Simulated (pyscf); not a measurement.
7 gas-phase steps of one pattern: four-centre exchange on the singlet surface, B–Cl + H–O or B–F + H–O or Cl–Ga + H–S or Cl–In + H–S broken and B–O + Cl–H or B–O + F–H or Cl–H + Ga–S or Cl–H + In–S formed. Single points on ωB97X-D3(BJ)/def2-SVP structures (PySCF, gas phase). Electronic energies in kcal/mol, between the relaxed ends of the descent from the saddle (adducts or complexes of the species named), with the reactant end as zero; ΔE‡ and ΔE at ωB97X-D3(BJ)/def2-TZVP. Rows were drawn at random from the steps of this pattern with a verified saddle, stable references and a bound adduct at one end at least.

```json
[
 {"row": "1", "step": "H₂O + F–B(F)–Cl -> HO–B(F)–F + HCl", "ΔE": "-5.4", "ΔE‡": "18.1"},
 {"row": "2", "step": "H₂O + HO–BH–F → HO–BH–OH + HF", "ΔE": "-2.0", "ΔE‡": "25.1"},
 {"row": "3", "step": "H₂O + HO–B(OH)–F -> HO–B(OH)–OH + HF", "ΔE": "-2.0", "ΔE‡": "?"},
 {"row": "4", "step": "H₂B–Cl + H₂O → H₂B–OH + HCl", "ΔE": "-1.5", "ΔE‡": "19.8"},
 {"row": "5", "step": "F–BH–F + H₂O → HF + HO–BH–F", "ΔE": "+5.9", "ΔE‡": "24.0"},
 {"row": "6", "step": "Cl–InH–Cl + H₂S → HCl + HS–InH–Cl", "ΔE": "+14.3", "ΔE‡": "16.8"},
 {"row": "7", "step": "H₂S + Cl–Ga(Cl)–Cl → HS–Ga(Cl)–Cl + HCl", "ΔE": "+15.6", "ΔE‡": "20.4"}
]
```

Question: Fit ΔE‡ = a + b·ΔE to the other rows and predict row 3.

Answer: Over the 6 complete rows the means are +4.5 (ΔE) and 20.7 (ΔE‡); least squares gives b = -0.09 and a = 21.1 kcal/mol, with residuals of 2.9 kcal/mol (root mean square; largest 3.8, row 2). For row 3: 21.1 + -0.09 × (-2.0) = 21.3 kcal/mol. The computed barrier is 27.7 kcal/mol, 6.4 over the line. The scatter is large against the spread of the barriers, so the line says little here. Each barrier is that of the saddle found. Elements up to Kr have no core potential and no relativistic terms here. Elements past Kr carry the def2 core potentials, without spin-orbit coupling.
